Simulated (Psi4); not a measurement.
**C3H4F2 (SMILES F/C=C\CF) at wB97X/6-31G(d) (spherical functions)**

Aim: the energy change on altering one bond length of C3H4F2 at wB97X/6-31G* (spherical functions), from 2 runs. 

Program for the calculation: Psi4 1.11.

**1. The system as given**

C3H4F2 has 9 atoms, charge 0, and is taken as a singlet. SMILES: `F/C=C\CF`. Geometry: relaxed at PBE0-D4/def2-TZVP. This is one conformer, not always the lowest.

Bond lengths: F1–C2 1.336 Å, C2–C3 1.320 Å, C3–C4 1.485 Å, C4–F5 1.387 Å, C2–H6 1.084 Å, C3–H7 1.084 Å, C4–H8 1.095 Å, C4–H9 1.091 Å. Some angles: F1–C2–C3 122.6°, C2–C3–C4 124.9°, C3–C4–F5 109.9°, F1–C2–H6 112.2°, C3–C2–H6 125.2°, C2–C3–H7 117.2°, C4–C3–H7 117.9°, C3–C4–H8 111.0°, C3–C4–H9 111.5°, F5–C4–H8 107.0°.

**2. Energy and gradient at wB97X/6-31G(d) (spherical functions)**

c3h4f2.py

```python
import psi4

psi4.set_memory('2200 MB')
psi4.set_num_threads(1)
psi4.set_output_file('psi4.out', False)

geom = psi4.geometry("""
0 1
F     -1.771300     0.696200    -0.764200
C     -0.756800    -0.083800    -1.148800
C      0.269900    -0.355400    -0.364300
C      0.439500     0.155200     1.019400
F      1.656600     0.811400     1.133700
H     -0.888900    -0.458700    -2.156900
H      1.042400    -1.001300    -0.765600
H      0.449800    -0.666700     1.742700
H     -0.352600     0.856800     1.286900
symmetry c1
""")

psi4.set_options(dict(puream=True, e_convergence=1e-09, d_convergence=1e-08, scf_type='pk', dft_radial_points=99, dft_spherical_points=590))

energy_value, wavefunction = psi4.gradient("wb97x/6-31G*", return_wfn=True)
print('gradient / Eh bohr^-1')
print(energy_value.np.round(6))
print(f'energy = {wavefunction.energy():.10f} Eh')
```

On the command line:

```
$ python c3h4f2.py
```

psi4.out:

```text
[...]
  Running in c1 symmetry.
[...]
  Nuclear repulsion =  168.442552110584870
[...]
  Multiplicity = 1
[...]
  Nalpha       = 20
  Nbeta        = 20
[...]
    Number of basis functions: 78
[...]
   @RKS iter   1:  -316.19985034041127   -6.39815e-01   5.38729e-03 DIIS/ADIIS
[...]
   @RKS iter  12:  -316.28223294414232   -6.42331e-12   6.30233e-09 DIIS
[...]
    Orbital Energies [Eh]
    ---------------------
    Doubly Occupied:
       1A    -24.768496     2A    -24.719342     3A    -10.357963
       4A    -10.340249     5A    -10.273643     6A     -1.353088
       7A     -1.297660     8A     -0.932175     9A     -0.819097
      10A     -0.711613    11A     -0.653777    12A     -0.621626
      13A     -0.597404    14A     -0.573847    15A     -0.572304
      16A     -0.529521    17A     -0.491436    18A     -0.439493
      19A     -0.438511    20A     -0.364194
[...]
  @RKS Final Energy:  -316.28223294414232
   => Energetics <=
    Nuclear Repulsion Energy =            168.4425521105848702
    One-Electron Energy =                -769.4028684600592669
    Two-Electron Energy =                 312.1336096593230423
    DFT Exchange-Correlation Energy =     -27.4555262539909428
    Empirical Dispersion Energy =           0.0000000000000000
    VV10 Nonlocal Energy =                  0.0000000000000000
    Total Energy =                       -316.2822329441423221
[...]
 Multipole Moments:
 ------------------------------------------------------------------------------------
     Multipole            Electronic (a.u.)      Nuclear  (a.u.)        Total (a.u.)
 ------------------------------------------------------------------------------------
 L = 1.  Multiply by 2.5417464519 to convert [e a0] to [Debye]
 Dipole X            :         -0.6792395            0.4028085           -0.2764310
 Dipole Y            :          2.5663999           -3.1846751           -0.6182752
 Dipole Z            :         -0.0278191           -0.2769026           -0.3047217
 Magnitude           :                                                    0.7426531
[...]
  -Total Gradient:
     Atom            X                  Y                   Z
    ------   -----------------  -----------------  -----------------
       1        0.004857534431    -0.003757802530    -0.002244172299
       2       -0.000360931510     0.001413318725     0.002538859122
       3       -0.002528109046     0.002948334569     0.002952348732
       4       -0.001444565199    -0.002027157721    -0.004602134191
       5       -0.002378544559    -0.000839847382     0.000313694307
       6        0.000100160524     0.000650013572     0.001693134846
       7       -0.001709544295     0.000855393778     0.000019309989
       8        0.001127947054     0.001097410835    -0.000771157925
       9        0.002310849547    -0.000350717684     0.000129910099
[...]
```

Standard output:

```text
gradient / Eh bohr^-1
[[ 4.858e-03 -3.758e-03 -2.244e-03]
 [-3.610e-04  1.413e-03  2.539e-03]
 [-2.528e-03  2.948e-03  2.952e-03]
 [-1.445e-03 -2.027e-03 -4.602e-03]
 [-2.379e-03 -8.400e-04  3.140e-04]
 [ 1.000e-04  6.500e-04  1.693e-03]
 [-1.710e-03  8.550e-04  1.900e-05]
 [ 1.128e-03  1.097e-03 -7.710e-04]
 [ 2.311e-03 -3.510e-04  1.300e-04]]
energy = -316.2822329441 Eh
```

Run time: 19 s. Hardware: 1 thread of AMD EPYC 9R45 (Zen 5), shared host; peak memory 1.3 GiB.

**3. The distorted shape: the energy at wB97X/6-31G(d) (spherical functions)**

job.inp

```
memory 2.2 GB

molecule geom {
  0 1
  F     -2.582881     1.320185    -0.456527
  C     -0.756800    -0.083800    -1.148800
  C      0.269900    -0.355400    -0.364300
  C      0.439500     0.155200     1.019400
  F      1.656600     0.811400     1.133700
  H     -0.888900    -0.458700    -2.156900
  H      1.042400    -1.001300    -0.765600
  H      0.449800    -0.666700     1.742700
  H     -0.352600     0.856800     1.286900
  units angstrom
  symmetry c1
  no_reorient
  no_com
}

set globals {
  basis 6-31G*
  puream true
  e_convergence 1e-09
  d_convergence 1e-08
  scf_type pk
  dft_radial_points 99
  dft_spherical_points 590
}

e, wfn = energy('wb97x', return_wfn=True)
```

On the command line:

```
$ psi4 job.inp job.out -n 1
```

job.out:

```text
[...]
  Running in c1 symmetry.
[...]
  Nuclear repulsion =  150.372783161597624
[...]
  Multiplicity = 1
[...]
  Nalpha       = 20
  Nbeta        = 20
[...]
    Number of basis functions: 78
[...]
   @RKS iter   1:  -315.89436969432529   -9.81208e-01   8.25005e-03 ADIIS/DIIS
[...]
   @RKS iter  16:  -316.09829795680241   -3.29692e-12   5.04162e-09 DIIS
[...]
    Orbital Energies [Eh]
    ---------------------
    Doubly Occupied:
       1A    -24.745615     2A    -24.655656     3A    -10.411353
       4A    -10.368781     5A    -10.339820     6A     -1.323368
       7A     -1.138001     8A     -0.982044     9A     -0.850165
      10A     -0.720648    11A     -0.658766    12A     -0.620504
      13A     -0.598177    14A     -0.581488    15A     -0.476755
      16A     -0.467992    17A     -0.434404    18A     -0.406859
      19A     -0.399699    20A     -0.396921
[...]
  @RKS Final Energy:  -316.09829795680241
   => Energetics <=
    Nuclear Repulsion Energy =            150.3727831615976243
    One-Electron Energy =                -733.5457769486074540
    Two-Electron Energy =                 294.3745225897124556
    DFT Exchange-Correlation Energy =     -27.2998267595050912
    Empirical Dispersion Energy =           0.0000000000000000
    VV10 Nonlocal Energy =                  0.0000000000000000
    Total Energy =                       -316.0982979568024120
[...]
 Multipole Moments:
 ------------------------------------------------------------------------------------
     Multipole            Electronic (a.u.)      Nuclear  (a.u.)        Total (a.u.)
 ------------------------------------------------------------------------------------
 L = 1.  Multiply by 2.5417464519 to convert [e a0] to [Debye]
 Dipole X            :         16.9346760          -15.8174404            1.1172356
 Dipole Y            :        -32.1216326           30.6331502           -1.4884824
 Dipole Z            :         -6.5053320            6.1216865           -0.3836455
 Magnitude           :                                                    1.9002576
[...]
```

Run time: 17 s. Hardware: 1 thread of AMD EPYC 9R45 (Zen 5), shared host; peak memory 1.2 GiB.

**4. Results**

At wB97X/6-31G* (spherical functions):

| quantity | value |
| --- | --- |
| first shape: total energy | -316.28223 Eh |
| first shape: dipole moment | 1.89 D |
| first shape: HOMO energy | -9.91 eV |
| first shape: LUMO energy | 2.74 eV |
| first shape: HOMO–LUMO gap | 12.65 eV |
| first shape: largest force on an atom | 0.336 eV/Å |
| distorted shape: total energy | -316.09830 Eh |
| distorted shape: dipole moment | 4.83 D |
| distorted shape: HOMO energy | -10.80 eV |
| distorted shape: LUMO energy | -2.11 eV |
| distorted shape: HOMO–LUMO gap | 8.69 eV |
| energy change with the F1–C2 bond stretched from 1.336 to 2.405 Å | 5.005 eV |

**Reading.** With the F1–C2 bond stretched from 1.336 to 2.405 Å the energy rises by 5.01 eV (115 kcal/mol). The first shape isn't relaxed at this level, so the change isn't measured from a minimum. A restricted reference can't describe the breaking bond well at this length. The largest force (first shape) is 0.34 eV/Å: the shape isn't a stationary point for this species at this level.
